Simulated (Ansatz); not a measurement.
C3H3N, SMILES `[H]/N=C\C#C`: measurement beside calculation (Ansatz, PBE0-D4/def2-TZVP geometry).

```xyz
7

H    -1.062   -1.442    0.751
N    -1.379   -1.171   -0.181
C    -0.662   -0.229   -0.638
C     0.440    0.390    0.031
C     1.368    0.916    0.586
H    -0.894    0.158   -1.632
H     2.188    1.378    1.083
```

Measured: 54640.1468 ± 0.0045 MHz (A, ground vibrational state, S-reduction, Z isomer, main isotopologue, millimetre-wave rotational spectroscopy); 4862.362758 ± 6e-05 MHz (B, ground vibrational state, S-reduction, Z isomer, main isotopologue, millimetre-wave rotational spectroscopy); 4458.24997 ± 5.5e-05 MHz (C, ground vibrational state, S-reduction, Z isomer, main isotopologue, millimetre-wave rotational spectroscopy). Source: Propargylimine in the laboratory and in space: millimetre-wave spectroscopy and first detection in the ISM, 2020 (arxiv:2006.08401).

```
constant  measured (MHz)  computed (MHz)  error (%)
       A           54640           55702        1.9
       B            4862            4899        0.8
       C            4458            4503        1.0
```

Computed constants are equilibrium values for the main isotopes; measured ground-state ones include zero-point motion, which usually lowers them by up to about 1 %.
